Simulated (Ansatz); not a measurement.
**CH3 (quartet): wave-function methods side by side, def2-QZVPP**

An exercise on one series of results from a longer session: the logs are not shown, and one member is left open.

Program: Ansatz 0.2.0, Gaussian basis. Level of theory: def2-QZVPP, core rule «outside noble gas», up to 1 orbitals frozen. These are calculated values, not measurements.

To be run: UHF; ROHF; CCSD(T) on UHF.

2 further runs of the same task are left out: 2 set aside as unsound or not needed.

## The geometry

The geometry is a PBE0/def2-TZVP stationary point (not a proven minimum) of the parent state, kept for this charge and spin.

4 atoms, charge 0, spin multiplicity 4.

Atoms are counted from 1 here; the program's logs count them from 0.

Bond lengths: C1–H2 1.080 Å, C1–H3 1.080 Å, C1–H4 1.080 Å. Angles: H2–C1–H3 120.0°, H2–C1–H4 120.0°, H3–C1–H4 120.0°.

Set-up of the first run:

Contents of in.yaml:

```yaml
crystal:
  periodic: [false, false, false]
  atoms:
    - {symbol: C, position_ang: [0.000000, 0.000000, 0.000000]}
    - {symbol: H, position_ang: [1.079931, 0.014026, -0.000321]}
    - {symbol: H, position_ang: [-0.552113, 0.928231, -0.002734]}
    - {symbol: H, position_ang: [-0.527818, -0.942256, 0.003055]}
basis:
  gaussian: {orbitals: "def2-QZVPP.json"}
magnetization: {spin_polarized: true, initial_magnetization: 3}
hamiltonian: {xc: hf}
output: {orbitals: {seedname: orbitals}}
```

On the command line:

```
ansatz run in.yaml --threads 1 --pin off --events-out ev --progress --plain --max-ram 2393MiB
```

Steps of the session up to this table: UHF; ROHF; CCSD(T) on UHF.

One of the session's tables, all rows but one given; the rest of the session is left out.

| method | from UCCSD(T) (kcal/mol) |
| --- | --- |
| ROHF | +109.75 |
| UHF | +107.00 |
| UMP2 | ? |
| UCCSD | +4.04 |
| UCCSD(T) | 0 |

Estimate the missing values for UMP2.

**Answer.** from UCCSD(T) (kcal/mol): +18.17. In the column «from UCCSD(T) (kcal/mol)» it lies between UCCSD (+4.04) and UHF (+107.00).
